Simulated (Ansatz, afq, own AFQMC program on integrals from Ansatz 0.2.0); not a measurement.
**Atomization energy of MoNH3, septet, worked out**

```xyz
5

Mo   -0.4030    0.0012   -0.0003
N     2.2039   -0.0068    0.0015
H     2.5743   -0.9511    0.0067
H     2.5781    0.4679    0.8161
H     2.5792    0.4594   -0.8175
```

Connectivity, by distances: Mo–NH3.

Basis def2-SVP with its core potentials. Noble-gas cores (and the filled d shells of Ga–Kr and In–Xe) are frozen. Integrals, coupled cluster, full CI and functionals: Ansatz 0.2.0; the random walks run on the same integrals in our own AFQMC program. ph-AFQMC/CISD is guided by a CISD state made of CCSD amplitudes; releasing the constraint for a short imaginary time cuts its bias at the price of noise, slowly where states lie close. ± is one standard error of the sampling. No spin–orbit coupling. The metal's outer-core s and p shells are frozen, which shifts wave-function levels against functionals.

Total energies in eV. CBS is CCSD(T) at the limit of def2-TZVPP/QZVPP (extrapolated itself); the highest rung of each member is named.

Cautions: no spin-orbit coupling; outer-core shells of the metal frozen; MoNH₃ (septet): higher spins were not checked.

| member | count | CCSD(T)/def2-SVP | highest rung in def2-SVP | which | CCSD(T)/CBS |
| --- | --- | --- | --- | --- | --- |
| Mo (septet) | +1 | -1839.6568 | -1839.6616 | FCI | -1841.2489 |
| N (quartet) | +1 | -1480.8904 | -1480.8953 | FCI | -1483.8573 |
| H (doublet) | +3 | -13.5861 | -13.5861 | FCI | -13.6059 |
| MoNH₃, septet | -1 | -3373.5608 | -3373.5843 | CCSDT(Q) | -3379.1268 |

Question: Work out the best estimate of the atomization energy: the CCSD(T)/CBS difference plus the step from CCSD(T) to the highest rung.

Answer: Sums with the counts: CCSD(T)/CBS 13.2029 eV, highest rung 12.2691 eV, CCSD(T)/def2-SVP 12.2553 eV. The step is 12.2691 − 12.2553 = 0.0138 eV, so the best estimate is 13.2029 + (0.0138) = 13.2167 eV = 1275.2 kJ/mol. The basis set is worth 0.948 eV of it. Zero-point, core-correlation and spin–orbit terms aren't in it.

Best estimates are given only where the step beyond CCSD(T) is under 0.3 eV and no member's determinant is very poor (T1 over 0.05, or 0.07 for open shells, ⟨S²⟩ too high by 0.3, two states mixed), so the hardest cases are missing from such tables.

CCSDT and higher add their correlation energy to the determinant of the CCSD(T) run, since their own runs factorise the integrals more tightly (a shift of under 2 meV). Each member of a difference takes its own highest rung, so a best estimate needn't equal the limit plus the step of one row. The exponents were fitted on light atoms, and def2 sets of heavy atoms don't grow evenly, so the limit is rough here.
